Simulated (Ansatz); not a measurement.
The first iterations of a band of AlB2H5 (8 atoms, charge 0, multiplicity 1).

The calculation used Ansatz 0.2.0, RKS B3LYP-D4/6-31G.

| Quantity | Value |
| --- | --- |
| movable images | 8 |
| climbing image | no |
| spring | 5.0 eV/Å² |
| optimiser | quadratic models (default) |
| start path | through a guess of the saddle point |
| force threshold | 0.05 eV/Å |
| iteration limit | 60 |
| end points | relaxed |

Initial state:

```xyz
8
Properties=species:S:1:pos:R:3
B -1.099 0.861 -1.304
Al 0.037 0.497 0.452
B 1.064 -1.304 0.906
H -2.272 0.619 -1.375
H -0.615 1.324 -2.300
H 0.135 1.704 1.533
H 2.207 -1.492 0.592
H 0.544 -2.210 1.497
```

Final state:

```xyz
8
Properties=species:S:1:pos:R:3
B -1.097 0.859 -1.301
Al 0.042 0.507 0.455
B 1.061 -1.301 0.904
H -2.270 0.612 -1.369
H -0.616 1.313 -2.302
H 0.141 1.712 1.537
H 0.542 -2.201 1.504
H 2.196 -1.501 0.571
```

| iteration | highest image above the first end (eV) | largest band force component (eV/Å) |
| --- | --- | --- |
| 1 | 29.912 | 85.824 |
| 2 | 9.166 | 16.659 |
| 3 | 6.019 | 11.714 |
| 4 | 3.665 | 5.780 |
| 5 | 2.800 | 4.171 |
| 6 | 1.657 | 2.664 |
| 7 | 1.014 | 3.326 |

Q: Does the band converge within its limit, and where does its top end?

A: The forces met the threshold. It ended after 22 iterations with the highest image 0.212 eV above the first end. No image climbed, so the highest image needn't sit at the top of the path. Limits of this set-up: no polarisation functions.

The run took 5 min on 1 thread of Intel(R) Xeon(R) Platinum 8488C (Sapphire Rapids), on a shared host, peak memory 0.12 GiB.
